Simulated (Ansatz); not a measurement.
Compare A (`CC(C)C(C)C`) with its isomer B (`CCCC(C)C`).

Gas-phase electronic energies from Ansatz, PBE0-D4/def2-TZVP geometries. CCSD(T)/CBS adds triple-zeta CCSD(T) − MP2 to the extrapolated MP2 energy (def2 sets, frozen cores). DFT in def2-TZVPP. B3LYP here is the variant with VWN-RPA as its local correlation; programs differ in this. One conformer a species, not always the lowest.

Question: Which is lower in electronic energy at CCSD(T)/CBS, and by how much? (An estimate is asked.)

Answer: Computed: A, by 0.5 kcal/mol.

Question: Give E(B) − E(A) in kcal/mol with PBE0-D4, B3LYP, r2SCAN-D4, ωB97M-V, B2PLYP, CCSD(T)/def2-TZVPP, PBE-D4. (Best estimate.)

Answer: Computed: PBE0-D4 0.1, B3LYP -0.7, r2SCAN-D4 0.3, ωB97M-V 0.4, B2PLYP -0.1, CCSD(T)/def2-TZVPP 0.5, PBE-D4 0.2. The order is the other way round with B3LYP.

Largest T1 diagnostic: 0.008.

In def2-TZVPP, CCSD(T) changes the Hartree–Fock value by +1.6 kcal/mol (the triples alone add +0.3 kcal/mol) and MP2 by +1.9 kcal/mol. The D4 term adds +0.8 kcal/mol with B3LYP and +0.4 kcal/mol with PBE0; it sums over pairs of atoms, weighted by their polarisabilities, and B3LYP, whose exchange is more repulsive, gets the larger term.
